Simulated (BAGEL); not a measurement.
# H2S (hydrogen sulfide), step by step

Wanted: a single-point energy (HF/cc-pVDZ), then the energy (NEVPT2(2,2)/cc-pVDZ), then the energy (CASPT2(2,2)/cc-pVDZ) of H2S (hydrogen sulfide). 

Program for the calculation: BAGEL 1.2.2.

1 further run of the same task is left out (set aside as unsound or not needed).

**1. The molecule**

H2S: 3 atoms, total charge 0, spin state singlet. SMILES: `S`. The S1–H2 distance was set to 1.811 Å, away from the relaxed value.

Bond lengths: S1–H3 1.341 Å. A long bond or contact: S1–H2 1.811 Å.

**2. The energy at HF/cc-pVDZ (density fitting with svp-jkfit) (run 1)**

job.json

```json
{ "bagel" : [

{
  "title" : "molecule",
  "basis" : "cc-pvdz.json",
  "df_basis" : "svp-jkfit",
  "angstrom" : true,
  "geometry" : [
    { "atom" : "S", "xyz" : [       0.634660,      -0.728004,       0.272425 ] },
    { "atom" : "H", "xyz" : [       0.097900,       0.997700,       0.162400 ] },
    { "atom" : "H", "xyz" : [      -0.454240,      -1.164504,      -0.377775 ] }
  ]
},

{ "title" : "hf" },

{ "title" : "print", "file" : "orbitals.molden", "orbitals" : true }

]}
```

The basis set cc-pVDZ is read from a file made from the Basis Set Exchange's data (not shown).

Command:

```bash
$ BAGEL_NUM_THREADS=1 BAGEL job.json > job.out
```

Log:

```text
* using 1 threads per process

  ===============================================================
  ===============================================================

  *** Geometry ***

  { "atom" : "S", "xyz" : [      1.199334,     -1.375728,      0.514809 ] },
  { "atom" : "H", "xyz" : [      0.185004,      1.885380,      0.306892 ] },
  { "atom" : "H", "xyz" : [     -0.858389,     -2.200594,     -0.713891 ] },

  Number of auxiliary basis functions:      164

  Since a DF basis is specified, we compute 2- and 3-index integrals:
    o Being stored without compression. Storage requirement is 0.001 GB

  Number of basis functions:       28
  Number of electrons      :       18

    * METHOD: MOLECULE                             0.02

  *** RHF ***

  === Nuclear Repulsion ===
    11.2193028985

      * DIIS with orbital gradients will be used.

  === RHF iteration (cc-pvdz.json) ===
      0       -398.60782669          0.01354445           0.00
      1       -398.63169131          0.00486767           0.00
      2       -398.63433802          0.00166294           0.00
      3       -398.63472265          0.00019255           0.00
      4       -398.63472872          0.00005145           0.00
      5       -398.63472926          0.00001402           0.00
      6       -398.63472931          0.00000341           0.00
      7       -398.63472932          0.00000074           0.00
      8       -398.63472932          0.00000016           0.00
      9       -398.63472932          0.00000004           0.00
     10       -398.63472932          0.00000001           0.00
    * SCF iteration converged.

    * Permanent dipole moment:
           (    0.403927,    -0.142711,     0.208155) a.u.

    * METHOD: HF                                   0.05

    * METHOD: PRINT                                0.00

  ===============================================================
```

Run time: 0.2 s. Hardware: 1 thread of Arm Neoverse V1, shared host.

**3. A single-point energy at NEVPT2(2,2)/cc-pVDZ (density fitting with svp-jkfit) (run 2)**

nevpt2.json

```json
{ "bagel" : [

{
  "title" : "molecule",
  "basis" : "cc-pvdz.json",
  "df_basis" : "svp-jkfit",
  "angstrom" : "true",
  "geometry" : [
    { "atom" : "S", "xyz" : [    0.634660,   -0.728004,    0.272425 ] },
    { "atom" : "H", "xyz" : [    0.097900,    0.997700,    0.162400 ] },
    { "atom" : "H", "xyz" : [   -0.454240,   -1.164504,   -0.377775 ] }
  ]
},
{ "title" : "hf" },
{ "title" : "nevpt2", "nstate" : 1, "nact" : 2, "nclosed" : 8, "active" : [8, 10], "maxiter" : 200, "natocc" : "true", "ncore" : 5 },
{ "title" : "print", "file" : "orbitals.molden", "orbitals" : "true" }

]}
```

The basis set cc-pVDZ is read from a file made from the Basis Set Exchange's data (not shown).

Command:

```bash
$ BAGEL_NUM_THREADS=1 BAGEL nevpt2.json > nevpt2.out
```

Log:

```text
* using 1 threads per process

  ===============================================================
  ===============================================================

  *** Geometry ***

  { "atom" : "S", "xyz" : [      1.199334,     -1.375728,      0.514809 ] },
  { "atom" : "H", "xyz" : [      0.185004,      1.885380,      0.306892 ] },
  { "atom" : "H", "xyz" : [     -0.858389,     -2.200594,     -0.713891 ] },

  Number of auxiliary basis functions:      164

[... 21 lines left out ...]
    * SCF iteration converged.
[... 1 line left out ...]
    * Permanent dipole moment:
[... 28 lines left out ...]
    * Second-order optimization converged. *
[... 9 lines left out ...]
     * ci vector, state   0, <S^2> = 0.0000
       2.     0.9759943676
       .2    -0.2177957631

  === DF-NEVPT2 calculation ===

    * 3-index integral transformation done
    * assembly done

      NEVPT2 correlation energy:   -0.1254516938      0.00

          (+0)     -0.0752827926
          (+0)'    -0.0126739673
          (+1)     -0.0077514032
          (+1)'    -0.0000000000
          (+2)     -0.0006432420
          (-1)     -0.0244991534
          (-1)'     0.0000000000
          (-2)     -0.0046011352

      NEVPT2 total energy:       -398.7923433692

    * METHOD: NEVPT2                               0.14

    * METHOD: PRINT                                0.00

  ===============================================================
```

Run time: 0.34 s. Hardware: 1 thread of Arm Neoverse V1, shared host.

**4. The energy at CASPT2(2,2)/cc-pVDZ (density fitting with svp-jkfit) (run 3)**

calc.json

```json
{ "bagel": [

{
  "title": "molecule",
  "basis": "cc-pvdz.json",
  "df_basis": "svp-jkfit",
  "angstrom": true,
  "geometry": [
    { "atom": "S", "xyz": [    0.634660,   -0.728004,    0.272425 ] },
    { "atom": "H", "xyz": [    0.097900,    0.997700,    0.162400 ] },
    { "atom": "H", "xyz": [   -0.454240,   -1.164504,   -0.377775 ] }
  ]
},
{
  "title": "hf"
},
{
  "title": "casscf",
  "nstate": 1,
  "nact": 2,
  "nclosed": 8,
  "active": [8, 10],
  "maxiter": 200,
  "natocc": true
},
{
  "title": "print",
  "file": "orbitals.molden",
  "orbitals": true
},
{
  "title": "smith",
  "method": "caspt2",
  "ms": true,
  "xms": true,
  "sssr": true,
  "shift": 0.2,
  "shift_imag": true,
  "ncore": 5
}

]}
```

The basis set cc-pVDZ is read from a file made from the Basis Set Exchange's data (not shown).

Command:

```bash
$ BAGEL_NUM_THREADS=1 BAGEL calc.json > calc.out
```

Log:

```text
* using 1 threads per process

  ===============================================================
  ===============================================================

  *** Geometry ***

  { "atom" : "S", "xyz" : [      1.199334,     -1.375728,      0.514809 ] },
  { "atom" : "H", "xyz" : [      0.185004,      1.885380,      0.306892 ] },
  { "atom" : "H", "xyz" : [     -0.858389,     -2.200594,     -0.713891 ] },

  Number of auxiliary basis functions:      164

[... 23 lines left out ...]
    * Permanent dipole moment:
[... 37 lines left out ...]
     * ci vector, state   0, <S^2> = 0.0000
[... 21 lines left out ...]
       #      aibj      arbs      arbi      airj      risj      airs      arst      rist         Etot      error   time
[... 9 lines left out ...]
      ------------------------------------------------------------------------------------------------------------------

    * CASPT2 energy : state  0     -398.7942387495
        w/o shift correction       -398.7932942053
        reference weight              0.9496815752

    * METHOD: SMITH                                0.05

  ===============================================================
```

Wall time 0.38 s (1 thread of Arm Neoverse V1, shared host).

**5. What came out**

| quantity | value |
| --- | --- |
| run 1, HF/cc-pVDZ: total energy | -398.63473 Eh |
| run 1, HF/cc-pVDZ: dipole moment | 1.21 D |
| run 1, HF/cc-pVDZ: HOMO energy | -10.42 eV |
| run 1, HF/cc-pVDZ: LUMO energy | 1.64 eV |
| run 1, HF/cc-pVDZ: HOMO–LUMO gap | 12.05 eV |
| run 2, NEVPT2(2,2)/cc-pVDZ: total energy | -398.79234 Eh |
| run 3, CASPT2(2,2)/cc-pVDZ: total energy | -398.79424 Eh |
